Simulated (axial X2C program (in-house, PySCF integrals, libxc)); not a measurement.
# NH: computed against measured constants

Calculated with an in-house relativistic program for diatomic molecules. Spin-free means the one-electron spin-free X2C Hamiltonian; two-component (2c) means X2C with spin–orbit coupling and atomic mean-field two-electron Coulomb and Gaunt terms, so the difference of the two also holds small scalar two-electron terms. Basis: N dyall-av3z [7s7p3d2f], H dyall-v3z [6s2p1d] (cores contracted in-house); Gaussian nuclei, density fitting, unrestricted open shells. Masses: N 14.003 u, H 1.008 u.

```json
{"Hamiltonian": "spin-free", "level": "PBE0", "Re (Å)": "1.038", "ωe (cm⁻¹)": "3312.9", "ωexe (cm⁻¹)": "69.2", "De (eV)": "3.69"}
{"Hamiltonian": "spin-free", "level": "HF", "Re (Å)": "1.020", "ωe (cm⁻¹)": "3510.3", "ωexe (cm⁻¹)": "71.4", "De (eV)": "2.22"}
{"Hamiltonian": "spin-free", "level": "MP2", "Re (Å)": "1.032", "ωe (cm⁻¹)": "3392.7", "ωexe (cm⁻¹)": "66.8", "De (eV)": "3.34"}
{"Hamiltonian": "spin-free", "level": "CCSD", "Re (Å)": "1.038", "ωe (cm⁻¹)": "3293.0", "ωexe (cm⁻¹)": "76.5", "De (eV)": "3.44"}
{"Hamiltonian": "spin-free", "level": "CCSD(T)", "Re (Å)": "1.040", "ωe (cm⁻¹)": "3263.9", "ωexe (cm⁻¹)": "77.7", "De (eV)": "3.48"}
{"Hamiltonian": "spin-free", "level": "BLYP", "Re (Å)": "1.051", "ωe (cm⁻¹)": "3136.5", "ωexe (cm⁻¹)": "72.2", "De (eV)": "3.88"}
{"Hamiltonian": "2c", "level": "PBE0", "Re (Å)": "1.038", "ωe (cm⁻¹)": "3312.8", "ωexe (cm⁻¹)": "69.2", "De (eV)": "3.69"}
{"Hamiltonian": "2c", "level": "HF", "Re (Å)": "1.020", "ωe (cm⁻¹)": "3510.1", "ωexe (cm⁻¹)": "71.4", "De (eV)": "2.22"}
{"Hamiltonian": "2c", "level": "MP2", "Re (Å)": "1.032", "ωe (cm⁻¹)": "3392.5", "ωexe (cm⁻¹)": "66.8", "De (eV)": "3.34"}
{"Hamiltonian": "2c", "level": "CCSD", "Re (Å)": "1.038", "ωe (cm⁻¹)": "3292.9", "ωexe (cm⁻¹)": "76.5", "De (eV)": "3.44"}
{"Hamiltonian": "2c", "level": "CCSD(T)", "Re (Å)": "1.040", "ωe (cm⁻¹)": "3263.8", "ωexe (cm⁻¹)": "77.7", "De (eV)": "3.48"}
{"Hamiltonian": "2c", "level": "BLYP", "Re (Å)": "1.051", "ωe (cm⁻¹)": "3136.5", "ωexe (cm⁻¹)": "72.2", "De (eV)": "3.88"}
```

De refers to N + H.

Correlated methods: 6 electrons correlated (number of frozen shells: N 1 s; H none), 130 virtual spin orbitals or spinors in MP2, 70 natural virtuals in coupled cluster.

Measured (Huber and Herzberg, Constants of Diatomic Molecules, 1979; state 3Σ-): Re (Å) 1.03621, ωe (cm⁻¹) 3282.27, ωexe (cm⁻¹) 78.35.

**Question.** Work out the error of each level, computed minus measured.

**Answer.** 

```tsv
Hamiltonian	level	Re (Å)	ωe (cm⁻¹)	ωexe (cm⁻¹)
spin-free	PBE0	0.002	30.6	-9.15
spin-free	HF	-0.016	228.0	-6.95
spin-free	MP2	-0.004	110.4	-11.55
spin-free	CCSD	0.002	10.7	-1.85
spin-free	CCSD(T)	0.004	-18.4	-0.65
spin-free	BLYP	0.015	-145.8	-6.15
2c	PBE0	0.002	30.5	-9.15
2c	HF	-0.016	227.8	-6.95
2c	MP2	-0.004	110.2	-11.55
2c	CCSD	0.002	10.6	-1.85
2c	CCSD(T)	0.004	-18.5	-0.65
2c	BLYP	0.015	-145.8	-6.15
```

The state is one determinant whose occupation by symmetry is held fixed; it was picked as the lowest of a PBE0 search that is not exhaustive. De is counted from the lowest determinant-based energies of the atoms at the same level, without counterpoise correction. Density functionals use the spin component along the axis (collinear). CCSD and (T) use frozen natural virtuals with an MP2 correction for the truncation; (T) itself is uncorrected, so its De runs slightly low. With several unpaired electrons one determinant need not be a pure state. Open-shell Ω = 0 determinants with evenly filled partner blocks cannot be reached by this program, so the Ω shown need not be the lowest component. This is the Ω = 1 component of a π² triplet; the 0⁺ component is not one determinant and can lie lowest.
